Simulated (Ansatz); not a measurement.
The same path of C3H6ClN (11 atoms, charge 0, multiplicity 1) was run 3 times with different band settings. The coordinate that changes most is the dihedral H8–C1–N2–C3.

The calculation used RHF/def2-SVP (Ansatz 0.2.0).

Relaxed end points:

```xyz
11
Properties=species:S:1:pos:R:3
C -1.487 1.181 -0.093
N -0.776 -0.074 -0.075
C 0.446 -0.171 0.036
C 1.208 -1.460 0.059
Cl 1.514 1.254 0.192
H -1.167 1.800 -0.933
H -2.552 0.987 -0.188
H -1.314 1.746 0.824
H 1.754 -1.555 0.998
H 1.934 -1.482 -0.753
H 0.507 -2.283 -0.047
```

```xyz
11
Properties=species:S:1:pos:R:3
C -1.458 1.202 -0.207
N -0.715 -0.029 -0.317
C 0.425 -0.186 0.118
C 1.218 -1.452 0.019
Cl 1.322 1.114 0.956
H -2.432 1.074 -0.674
H -1.605 1.481 0.837
H -0.937 2.022 -0.703
H 1.480 -1.810 1.015
H 2.145 -1.273 -0.526
H 0.622 -2.200 -0.498
```

Common settings: spring 5.0 eV/Å²; start path through a guess of the saddle point; force threshold 0.05 eV/Å; end points relaxed.

| run | movable images | climbing image | optimiser | iteration limit | largest step |
| --- | --- | --- | --- | --- | --- |
| 1 | 9 | yes | quadratic models (default) | 17 | default |
| 2 | 6 | no | quadratic models (default) | 60 | default |
| 3 | 9 | yes | fire | 60 | 0.5 Å |

Task: What does each run give, and how far can it be trusted?

Result: Run 1: converged after 7 iterations, highest image 0.000 eV above the first end. The highest image is an end point: on this band no image between the ends rises above it. Inner images lie up to 0.008 eV below the lower end, so the ends aren't the lowest states on this path.
Run 2: converged after 6 iterations, highest image 0.000 eV above the first end. The highest image is an end point: on this band no image between the ends rises above it. Inner images lie up to 0.008 eV below the lower end, so the ends aren't the lowest states on this path.
Run 3: converged after 35 iterations, highest image 0.000 eV above the first end. A structure lower than the last end lies on the path between it and the top, so the climb from that side starts below the end, which may itself be a saddle point or a shallow side well. The top lies less than 8 meV above the higher end, about what the thresholds resolve: that end is a shoulder or a very shallow well. The order of the stationary point at the top wasn't checked.
